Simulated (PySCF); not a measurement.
**Other spins and charges of Al–CH2, quartet at one geometry**

Geometry (PBE0/def2-TZVP stationary point for this spin, not checked as a minimum):

```csv
atom,x (Å),y (Å),z (Å)
Al,0.0000,0.0000,0.6950
C,0.0000,0.0000,-1.2528
H,0.0000,0.9163,-1.8387
H,0.0000,-0.9163,-1.8387
```

Basis 6-31G; PySCF 2.14.0. Only valence electrons are correlated (noble-gas cores frozen). Prefix R: restricted or restricted open-shell reference; prefix U: unrestricted.

Gaps are energies of the second state less the first, at fixed atoms, for a selection of the levels run; mean-field and cluster levels share one orbital occupation for each state, and full CI takes the lowest of the symmetries tried.

Removing an electron, to the quintet: 11.581 eV at RCCSDT.

```csv
level,gap (eV),error (meV)
RHF,10.688,-893
UHF,10.700,-881
RMP2,11.450,-131
UMP2,11.437,-144
RCCSD,11.538,-43
UCCSD,11.539,-42
RCCSD(T),11.575,-6
UCCSD(T),11.574,-7
UCCSDT,11.580,-1
PBE,12.322,741
r2SCAN,12.114,533
PBE0,12.234,653
B3LYP,12.349,768
wB97M-V,12.315,734
B2PLYP,12.043,462
```

Q: PBE gives 5.890 eV for removing an electron, to the triplet. Estimate what RCCSDT gives in 6-31G.

A: RCCSDT in 6-31G gives 5.495 eV, so against it PBE is off by 0.395 eV, of which a good part can be the reference's own basis and frozen-core error.

```csv
level,gap (eV),error (meV)
RHF,5.615,120
UHF,5.515,20
RMP2,5.561,66
UMP2,5.555,60
RCCSD,5.505,10
UCCSD,5.497,2
RCCSD(T),5.496,1
UCCSD(T),5.496,1
UCCSDT,5.494,-1
r2SCAN,5.977,482
PBE0,5.942,447
B3LYP,5.811,316
wB97M-V,5.600,105
B2PLYP,5.639,144
```

Sextet less quartet: 5.974 eV at RCCSDT.

```csv
level,gap (eV),error (meV)
RHF,5.120,-854
UHF,5.116,-858
RMP2,5.863,-111
UMP2,5.845,-129
RCCSD,5.928,-46
UCCSD,5.930,-44
RCCSD(T),5.968,-6
UCCSD(T),5.967,-7
UCCSDT,5.973,-1
PBE,6.643,669
r2SCAN,6.312,338
PBE0,6.475,501
B3LYP,6.757,783
wB97M-V,6.851,877
B2PLYP,6.545,571
```

Doublet less quartet: -1.805 eV at RCCSDT.

```csv
level,gap (eV),error (meV)
RHF,-1.331,474
UMP2,-1.636,169
RCCSD,-1.808,-3
UCCSD,-1.805,0
RCCSD(T),-1.806,-1
UCCSD(T),-1.806,-1
UCCSDT,-1.805,0
r2SCAN,-1.646,159
B3LYP,-2.042,-237
B2PLYP,-1.961,-156
```

In so small a basis the reference is far from its limit while semilocal and hybrid functionals are nearer theirs (RPA and double hybrids share much of the reference's basis error), so the functionals' errors here hold much of the reference's basis and frozen-core error, which can add to them or hide them.

Full CI isn't at hand for all of this; RCCSDT serves as the reference. It lacks quadruple excitations, which often exceed the step from CCSD(T) to CCSDT. The frozen core follows each run's orbitals, which can shift R against U totals by a few meV.
